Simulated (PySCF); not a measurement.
# Spectroscopy problems

Computed data (PySCF 2.14): structure optimised with GFN2-xTB, σ from GIAO-PBE0/pcSseg-1. No relativistic terms, one computed conformer, no solvent, fast rotation and ring inversion assumed for equivalent nuclei.

Chemical shifts δ = σref − σ; $^{1}$H (σref 31.72), $^{13}$C (σref 186.93) vs TMS, all at this level. Where no couplings were computed, multiplicities follow the n + 1 count of equivalent neighbours, and m marks all less simple cases (inequivalent or close neighbours, rings, F or P nearby). Shifts are as computed. Against solution values, carbons near 30 ppm lie about +3 ppm off and those near 130 ppm about +5 ppm. Of 1211 compounds with measured shifts, 218 miss one by over three times the rms of a fit or turn the order of signals round; such compounds aren't used in these exercises.

Problem. C₆H₈. $^{1}$H NMR (500 MHz, computed): δ 6.88 (t, 1H), 6.59 (d, 1H), 6.39 (m, 1H), 2.40 (d, 3H), 1.40 (m, 2H). $^{13}$C{$^{1}$H} NMR (computed): δ 144.9 (CH), 122.7 (CH), 120.9 (C), 108.7 (CH), 16.9 (CH3), 10.7 (CH2). What is it?

Solution. `C/C=C\C1=CC1`. Rings plus π bonds: 3 (1 ring in the answer). 6 carbon signals for 6 carbons: no two carbons are equivalent. Carbon types of the structure: 1 × C, 3 × CH, 1 × CH2, 1 × CH3, which accounts for all hydrogens. δC 144.9, 122.7, 108.7: alkene CH; an sp2 carbon of a C=C bond. δC 120.9: fully substituted alkene carbon; the olefinic region. δC 10.7: three-membered-ring carbon; carbons of three-membered rings are unusually shielded. δH 2.40: hydrogen on an allylic methyl carbon; allylic position.

The shifts were computed for this structure.

Problem. C₆H₁₀. $^{1}$H NMR (600 MHz, computed): δ 2.30 (q, 4H), 1.17 (t, 6H). $^{13}$C{$^{1}$H} NMR (computed): δ 88.0 (C), 17.4 (CH3), 15.7 (CH2). What is it?

Solution. 3-hexyne (SMILES CCC#CCC). The formula gives 2 degrees of unsaturation (no ring in the answer). 3 carbon signals for 6 carbons: some carbons are equivalent by symmetry or fast rotation. Carbon types of the structure: 2 × C, 2 × CH2, 2 × CH3, which accounts for all hydrogens. δC 88.0: alkyne carbon; sp carbons lie upfield of alkene carbons because the cylindrical π system leaves one tensor component strongly shielded. δC 17.4: methyl carbon; a saturated carbon with 1 carbon neighbour and no heteroatom attached. δC 15.7: propargylic sp3 CH2; saturated and bonded to C and H only. δH 1.17: hydrogen on a methyl carbon.

The data come from this structure; uniqueness wasn't tested.
